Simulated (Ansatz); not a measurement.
A run of Ansatz (development build ahead of 0.2.0) on singlet C2H2 at this shape:

```xyz
4

C    -0.0007   -0.0002   -0.4681
C     0.0043    0.0044    0.8141
H    -0.0093   -0.9514   -1.0302
H    -0.0010    0.9535   -1.0401
```

Its results:

```json
{
 "Converged": "yes",
 "Reference energy": "-75.78629 hartree",
 "Correlation energy": "-0.10343 hartree",
 "Total energy": "-75.88972 hartree",
 "Spin squared of the determinant": "0.000"
}
```

(1) Which input gives this output? Name the method, the orbitals and the basis set, and write the input.

Results:

(1) RHF-MP2 in STO-3G. An unrestricted run that stays on the closed shell gives the same numbers.

```yaml
crystal:
  periodic: [false, false, false]
  atoms:
    - { symbol: C, position_ang: [-0.0007, -0.00021, -0.46805] }
    - { symbol: C, position_ang: [0.00434, 0.00444, 0.81408] }
    - { symbol: H, position_ang: [-0.00933, -0.95141, -1.03016] }
    - { symbol: H, position_ang: [-0.00101, 0.95345, -1.0401] }
basis:
  gaussian: { orbitals: STO-3G }
hamiltonian:
  xc: hf
correlation:
  method: mp2
  frozen_orbitals: { C: 1, H: 0 }
```
